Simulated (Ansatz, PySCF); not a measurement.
This Ansatz (an electronic-structure program) input computes a r2SCAN/def2-TZVPD energy:

Ansatz 0.2 input:
```yaml
crystal:
  periodic: [false, false, false]
  atoms:
    - {symbol: P, position_ang: [0.00056199, 0.07657355, 0.08927023]}
    - {symbol: H, position_ang: [1.02683735, -0.58960829, -0.66288796]}
    - {symbol: H, position_ang: [-1.03526727, -0.55899489, -0.67616545]}
basis:
  gaussian:
    orbitals: def2-TZVPD
hamiltonian:
  xc: {name: r2SCAN}
total_charge: -1
output: {forces: true}
```

### Question
Write an input for the same energy in PySCF and say what it gives.

### Answer

```python
from pyscf import gto, scf, dft

mol = gto.M(
    atom='''
    P     0.00056199    0.07657355    0.08927023
    H     1.02683735   -0.58960829   -0.66288796
    H    -1.03526727   -0.55899489   -0.67616545
    ''',
    basis='def2-tzvpd',
    charge=-1,
    spin=0,
    verbose=4,
)

mf = dft.RKS(mol, xc='r2scan').density_fit(auxbasis='def2-universal-jkfit')
mf.grids.level = 4
mf.conv_tol = 1e-9
mf.max_cycle = 100
mf.max_memory = 1500
mf.kernel()
if not mf.converged:
    mf = mf.newton()
    mf.kernel(mf.make_rdm1())
mf.analyze()
```
It gives -342.51958 Eh, and Ansatz -342.51946 Eh, a difference of 0.12 mEh, from the treatment of integrals and grids.

Whether it binds its extra electron was not tested at this geometry.
